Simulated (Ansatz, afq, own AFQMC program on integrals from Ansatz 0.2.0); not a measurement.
AlGeH$_{4}$, quartet in 6-31G, levels against AFQMC with the constraint released

```xyz
6

Ge    0.0000    0.0000    0.7847
Al    0.0000    0.0000   -1.8784
H    -1.1260    0.0000   -0.5236
H     1.1260    0.0000   -0.5236
H     0.0000   -1.4027   -2.6096
H     0.0000    1.4027   -2.6096
```

Connectivity, by distances: Ge–AlH2, 2 bridging H.

Basis 6-31G. Only valence electrons are correlated. Ansatz 0.2.0 and our own AFQMC program on the same integrals; the CISD trial comes from CCSD amplitudes, and released means the phaseless constraint is let go. Uncertainties: one standard error, sampling alone. No spin–orbit coupling.

Determinant: UHF, the one that the program's search chose, which needn't be the lowest solution. The geometry is a PBE0/def2-TZVP stationary point of this or a neighbouring charge and spin state.

No full CI on the walks' own integrals is used here. The released AFQMC energy serves as the reference, which it does only where one determinant dominates, the energy is flat over the last release times and near the phaseless one (40 meV or 2 meV an electron, half that with transition metals). On small molecules, where full CI could be run and the noise was under 10 meV, such values lay within 10 meV of it in 19 cases of 20, a flattering rate, since the rule was set on those same cases; what remains of the bias isn't in the error bar.

Cautions: no relativity below Rb; no spin-orbit coupling; inner d shell frozen; another spin lies lower (by 3.86 eV); the ph-AFQMC/CISD walk drifts between its halves (2.5 errors); the released value is read at 2.40 1/Eh (meV from the phaseless value at times in 1/Eh: 0.5 ± 1.9 at 0.24, -1.4 ± 1.6 at 0.51, -2.9 ± 1.2 at 0.99, -3.1 ± 0.9 at 1.62, -6.6 ± 1.5 at 2.40).

```
T1 diagnostic                               : 0.0274
weight of the determinant in the CISD state : 0.899
⟨S²⟩ of the determinant                     : 3.761
size of the correlated space                : 11 electrons in 31 orbitals
```

```csv
level,correlation energy (eV)
MP2,-2.0507
CCSD,-2.8613
CCSD(T),-2.9310
```

(1) Estimate where phaseless AFQMC with the Hartree–Fock trial lies against CCSD(T) on the same integrals.

(1) 4.3 ± 13.2 meV below CCSD(T). The gap is under twice the noise, so this walk alone can't tell the two apart.

Reference: AFQMC with the constraint released, correlation energy -2.962 ± 0.002 eV.

```json
{"level": "CCSD(T)", "E − E(reference) (meV)": "31.4 ± 1.5", "share of correlation (%)": "98.94"}
{"level": "ph-AFQMC/HF", "E − E(reference) (meV)": "27.2 ± 13.3", "share of correlation (%)": "99.08"}
{"level": "ph-AFQMC/CISD", "E − E(reference) (meV)": "6.6 ± 2.4", "share of correlation (%)": "99.78"}
```

A walk keeps the symmetry of its determinant, which the program's search chose and which needn't be the lowest solution, so a lower state of the same spin and another symmetry isn't excluded. Released energies are given only where the last usable release times agree within the noise; a slower fall can still hide under it.
